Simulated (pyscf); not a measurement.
Addition across a multiple bond or ene-type step: H₂C=SiH–CH₃ + H₂ → H₃C–SiH₂–CH₃

Gas phase, singlet surface, charge 0. Bonds broken: H8–H11. Bonds formed: Si2–H11, C3–H8. PySCF, gas phase, ωB97X-D3(BJ)/def2-SVP geometries.

Transition state (Å):

```xyz
11

C      0.2974    -0.6691     0.0270
Si    -0.8190     0.8031    -0.1904
C     -0.5006     2.3988     0.4439
H      0.2243    -1.3670    -0.8211
H      0.0090    -1.2034     0.9484
H      1.3424    -0.3419     0.1380
H     -1.3098     3.1137     0.6213
H     -0.2244     1.9640    -1.2406
H      0.4624     2.6369     0.9083
H     -2.1940     0.4603    -0.6412
H     -0.2299     1.2144    -1.8950
```

One imaginary mode, 1627i cm⁻¹; descent along it reached the two sides named.

```json
[
 {"bond": "H8–H11", "change": "breaks", "reactant side (Å)": "0.761", "saddle": "0.995", "product side": "3.0"},
 {"bond": "Si2–H11", "change": "forms", "reactant side (Å)": "3.6", "saddle": "1.850", "product side": "1.497"},
 {"bond": "C3–H8", "change": "forms", "reactant side (Å)": "3.6", "saddle": "1.761", "product side": "1.102"}
]
```

Electronic energies relative to the separated reactants (kcal/mol):

| level | barrier | reaction energy | reverse barrier |
|---|---|---|---|
| ωB97X-D3(BJ)/def2-TZVP | 32.3 | -61.2 | 93.5 |
| PBE/def2-TZVP | 28.2 | -55.2 | 83.4 |
| r²SCAN/def2-TZVP | 29.2 | -57.9 | 87.1 |
| B3LYP-D3(BJ)/def2-TZVP | 32.9 | -56.6 | 89.5 |
| PBE0-D3(BJ)/def2-TZVP | 28.2 | -60.5 | 88.7 |
| M06-2X/def2-TZVP | 33.7 | -58.0 | 91.7 |
| ωB97M-D3(BJ)/def2-TZVP | 32.4 | -59.0 | 91.4 |
| HF/def2-TZVP | 42.9 | -63.6 | 106.5 |

With ωB97M-D3(BJ)/def2-TZVP energies and thermal terms (ideal gas, 1 atm, RRHO with modes under 100 cm⁻¹ raised to 100, one conformer, R ln 2 for chiral ones without a mode under 150 cm⁻¹), in kcal/mol:

```
T (K)   ΔH‡   ΔG‡     ΔH     ΔG
-----  ----  ----  -----  -----
298    32.8  41.4  -54.0  -45.1
600    31.9  50.4  -54.9  -35.6
900    31.8  59.8  -55.1  -25.9
1200   32.0  69.1  -54.7  -16.2
```

At the saddle there is also a short H–Si contact that neither side keeps. This saddle turned up in a search for another step; its sides and bond changes are read from the two ends of the descent. H₂C=SiH–CH₃ lies 7.5 kcal/mol over its isomer H₂C=CH–SiH₃ (electronic energy, ωB97M-D3(BJ)/def2-TZVP). One saddle was located; it need not be the lowest between these sides.
